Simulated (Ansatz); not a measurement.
# CHO4S: the cost of one run

Computed with Ansatz 0.2.0 (the levels named in each step, unless a step's input says otherwise).

### Step 1. The system as given

Bond lengths: O1–S2 1.489 Å, S2–O3 1.429 Å, O4–C5 1.216 Å, C5–O6 1.249 Å, O6–H7 1.065 Å. Angles: O1–S2–O3 113.6°, O4–C5–O6 132.8°, C5–O6–H7 109.9°.

As a file:

```xyz
7

O     0.3862   -0.5081   -1.1638
S    -0.6615    0.4608   -0.7394
O    -1.8962   -0.1559   -0.3707
O     0.2478    0.7755    1.1041
C     1.1193   -0.0065    1.4326
O     1.6670   -0.9638    0.8458
H     1.2781   -1.0534   -0.1412
```

### Step 2. A rough first relaxation, PBE-D4/def2-SVP

This run stands in another session on the same molecule. It ended at:

```xyz
7

O     0.0662   -0.8771   -1.0013
S    -0.7851    0.3673   -0.8476
O    -2.2448    0.1410   -0.9327
O     0.3351    0.6019    1.5322
C     1.3779   -0.0055    1.5707
O     1.9965   -0.7798    0.7364
H     1.3950   -0.8991   -0.0903
```

### Step 3. Relaxation, HF/STO-3G

input.yaml

```yaml
crystal:
  periodic: [false, false, false]
  atoms:
    - { symbol: O, position_ang: [0.06618085, -0.87708705, -1.00134124] }
    - { symbol: S, position_ang: [-0.78511044, 0.3672718, -0.84760418] }
    - { symbol: O, position_ang: [-2.24481619, 0.14104356, -0.93271259] }
    - { symbol: O, position_ang: [0.33512178, 0.60187375, 1.53222756] }
    - { symbol: C, position_ang: [1.37792028, -0.00550006, 1.57069098] }
    - { symbol: O, position_ang: [1.99652776, -0.77978869, 0.73635641] }
    - { symbol: H, position_ang: [1.39502597, -0.89913331, -0.09027694] }
magnetization:
  spin_polarized: true
  initial_magnetization: 1
basis:
  gaussian: { orbitals: STO-3G }
hamiltonian:
  xc: hf
relax:
  f_tol: 0.002
  max_steps: 150
```

Launch:

```bash
$ ansatz run input.yaml --threads 4 --pin off --max-ram 10240MiB --backend cpu --events-out ev --progress --plain --runs-dir out
```

Q: Estimate wall time and peak memory on 4 threads of Intel Xeon Platinum 8488C (Sapphire Rapids), shared host.

About 15 s, with a peak of 0.12 GiB.
